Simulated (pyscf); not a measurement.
Thermochemistry of product channels of `[GeH3][SnH3]` + `[OH]` [doublet] on the doublet surface, in kJ/mol, from ωB97M-D3(BJ)/def2-TZVP energies (ideal gas, 1 atm, RRHO with modes under 100 cm⁻¹ raised to 100, one conformer, R ln 2 for chiral ones without a mode under 150 cm⁻¹). Optimised with ωB97X-D3(BJ)/def2-SVP in PySCF.

```json
[
 {"products": "`[OH][GeH2][SnH2]` [doublet] + `[H][H]`", "ΔE": "-183.2", "ΔH(298 K)": "-180.6", "ΔG(600 K)": "-178.2", "ΔG(1200 K)": "-179.6"},
 {"products": "`[OH][SnH][GeH3]` [doublet] + `[H][H]`", "ΔE": "[?]", "ΔH(298 K)": "-185.9", "ΔG(600 K)": "-184.6", "ΔG(1200 K)": "-187.1"},
 {"products": "`[SnH3]` [doublet] + `[OH][GeH3]`", "ΔE": "-160.9", "ΔH(298 K)": "-156.7", "ΔG(600 K)": "-164.8", "ΔG(1200 K)": "-168.2"}
]
```

Question: Some entries are withheld; supply them.

Answer: 
- `[OH][SnH][GeH3]` [doublet] + `[H][H]`, ΔE: -189.6

These are energies of the channels, which say nothing of barriers. Left out: orbital degeneracy and the spin-orbit lowering of OH. Elements up to Kr have no core potential and no relativistic terms here. Elements past Kr carry the def2 core potentials, without spin-orbit coupling.
